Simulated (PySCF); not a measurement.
## Fluorine: a sound run and one with changed settings

Sound run: F [He] 2s2 2p5, F⁺ [He] 2s2 2p4. All numbers are calculated (PySCF 2.14, scalar relativity by spin-free X2C-1e, in x2c-TZVPall). In the sound run the correlated levels freeze 1s2. The sound run starts from symmetry-adapted Hartree-Fock orbitals and uses a fine grid where one is needed.

Changed run: all electrons correlated in a basis built for the valence shell.

| species | method | sound run (hartree) | changed run (hartree) | converged |
| --- | --- | --- | --- | --- |
| F | MP2 | -99.69685 | -99.71555 | yes |
| F | CCSD(T) | -99.71230 | -99.73141 | yes |
| F⁺ | MP2 | -99.06494 | -99.08332 | yes |
| F⁺ | CCSD(T) | -99.08260 | -99.10142 | yes |

Ionisation energy of F:

| method | sound run (eV) | changed run (eV) |
| --- | --- | --- |
| UHF | 15.641 | 15.641 |
| MP2 | 17.195 | 17.204 |
| SCS-MP2 | 17.180 | 17.183 |
| CCSD | 17.093 | 17.101 |
| CCSD(T) | 17.135 | 17.143 |

A valence basis has no tight correlating functions, so it recovers only part of the core correlation, and not evenly between atom and ion.

For comparison, NIST gives 17.423 eV between the lowest levels.
